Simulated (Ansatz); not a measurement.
# C₄H₄: one species, many methods

The task here is to estimate one member of a computed series from the others.

Program: Ansatz 0.2.0, Gaussian basis. Level of theory: functionals in def2-TZVPP, the program's frozen cores in correlated methods. These are calculated values, not measurements.

Plan: LDA (SPW92), PBE-D4, revPBE-D4, BLYP-D4, r2SCAN-D4, B97M-V, PBE0-D4, B3LYP-D4, r2SCANh-D4, r2SCAN0-D4, HSE06-D4, BHLYP-D4, CAM-B3LYP-D4, LC-ωPBE, ωB97X-V, ωB97M-V, B2PLYP, PBE-QIDH; CCSD(T)/def2-SVP; CCSD(T)/def2-TZVPP; MP2/def2-QZVPP; extrapolation to the limit; RPA on PBE.

## Structure used throughout

An earlier PBE0-D4 in a triple-zeta def2 set relaxation fixed the geometry.

SMILES `C#CC=C`, 8 atoms, charge 0, spin multiplicity 1.

Atoms are counted from 1 here; the program's logs count them from 0.

Bond lengths: C1–C2 1.203 Å, C1–H5 1.064 Å, C2–C3 1.418 Å, C3–C4 1.332 Å, C3–H6 1.087 Å, C4–H7 1.083 Å, C4–H8 1.083 Å. Angles: C2–C1–H5 179.5°, C1–C2–C3 178.4°, C2–C3–C4 124.2°, C2–C3–H6 116.0°, C4–C3–H6 119.8°, C3–C4–H7 120.7°, C3–C4–H8 121.5°, H7–C4–H8 117.8°.

The first run:

Contents of in.yaml:

```yaml
crystal:
  periodic: [false, false, false]
  atoms:
    - {symbol: C, position_ang: [-1.076386, 1.576261, -0.899896]}
    - {symbol: C, position_ang: [-0.331549, 0.830154, -0.320368]}
    - {symbol: C, position_ang: [0.567331, -0.018484, 0.374039]}
    - {symbol: C, position_ang: [0.457278, -1.344944, 0.423916]}
    - {symbol: H, position_ang: [-1.740220, 2.229112, -1.415248]}
    - {symbol: H, position_ang: [1.387942, 0.475172, 0.888325]}
    - {symbol: H, position_ang: [1.177336, -1.939587, 0.972100]}
    - {symbol: H, position_ang: [-0.349534, -1.864884, -0.078468]}
basis:
  gaussian: {orbitals: def2-TZVPP}
hamiltonian: {xc: lda}
output: {orbitals: {seedname: orbitals}}
```

The run is started by

```bash
$ ansatz run in.yaml --threads 4 --pin off --events-out ev --progress --plain --max-ram 10444MiB
```

Among the steps run: LDA; PBE-D4 (GGA); revPBE-D4 (GGA); BLYP-D4 (GGA); r2SCAN-D4 (meta-GGA); B97M-V (meta-GGA); PBE0-D4 (hybrid); B3LYP-D4 (hybrid); r2SCANh-D4 (hybrid); r2SCAN0-D4 (hybrid); HSE06-D4 (hybrid); BHLYP-D4 (hybrid); CAM-B3LYP-D4 (range-separated); LC-ωPBE (range-separated); ωB97X-V (range-separated); ωB97M-V (range-separated); B2PLYP (double hybrid); PBE-QIDH (double hybrid).

One table of the session follows, with a row left open; its other results are not shown here.

It belongs to the step «Frontier levels by functional». 

```
  functional  HOMO (eV)  gap (eV)
 LDA (SPW92)      -6.36      4.19
      PBE-D4      -6.16      4.23
   revPBE-D4      -6.09      4.24
     BLYP-D4      -5.99      4.20
   r2SCAN-D4      -6.33      4.58
      B97M-V      -6.29      4.64
     PBE0-D4      -7.20      6.21
    B3LYP-D4      -6.98      5.78
  r2SCANh-D4      -6.72      5.32
  r2SCAN0-D4      -7.32      6.43
    HSE06-D4      -6.81      5.44
    BHLYP-D4      -8.08      8.17
CAM-B3LYP-D4      -8.46      8.59
     LC-ωPBE      -9.83     11.08
     ωB97X-V          ?         ?
     ωB97M-V      -9.32     10.43
```

Q: Estimate the row for ωB97X-V from the others.

As computed: HOMO (eV): -9.42; gap (eV): 10.62. In the column «HOMO (eV)» it lies between LC-ωPBE (-9.83) and ωB97M-V (-9.32).
